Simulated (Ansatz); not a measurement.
The input, for Ansatz 0.2.0:

```yaml
crystal:
  periodic: [false, false, false]
  atoms:
    - {symbol: O, position_ang: [0.000000, -0.313583, 1.598105]}
    - {symbol: C, position_ang: [0.000000, 0.436706, 0.668068]}
    - {symbol: Si, position_ang: [0.000000, -0.063363, -1.223700]}
    - {symbol: H, position_ang: [0.000000, 1.539364, 0.769440]}
basis:
  gaussian: {orbitals: cc-pVDZ}
total_charge: 1
magnetization: {spin_polarized: false, initial_magnetization: 2}
correlation: {method: mp2, electrons: outside_noble_gas}
scf: {lower_state_search: off}
```

```sh
$ ansatz run in.yaml --threads 1 --pin off --events-out ev --progress --plain --max-ram 2393MiB
```

Log:

```
these checks for a lower state are left out or cut short: stability, starts, cluster_reference, orbital_swaps, neighbouring_geometries, increment
488 factors; integrals over basis functions are off by at most 1.3e-3 eV
mean field evaluation 1: about -10921.3332 eV, gradient 6.0e1 eV
mean field evaluation 2: about -10921.4609 eV, gradient 6.0e1 eV
mean field evaluation 4: about -10934.1270 eV, gradient 8.8e0 eV
mean field evaluation 8: about -10934.8814 eV, gradient 1.7e0 eV
mean field evaluation 16: about -10934.9739 eV, gradient 1.5e-3 eV
mean field -10934.97389576 eV, -401.8528786778 hartree, gradient 2.0e-6 eV, S^2 2.000000; 0 other end points of the search recorded, 0 dependent functions left out
7 core orbitals not correlated: weight in the atoms' cores, before any rotation towards them, 1.000 or more for the frozen orbitals, at most 0.000 for the correlated occupied ones
reference -10934.97389576 eV, -401.8528786778 hartree; 8, 6 occupied and 36, 38 virtual orbitals, 488 factors
second order -9.18398710 eV of doubles, -0.18460358 eV of singles
Total energy: -10944.34248645 eV, -402.1971680351 hartree
Checks for a lower state left out: stability, starts, cluster_reference, orbital_swaps, neighbouring_geometries, increment
```

Ran on 1 thread of Arm Neoverse V1, shared host: 0.33 s wall, 0.08 GiB peak host memory.
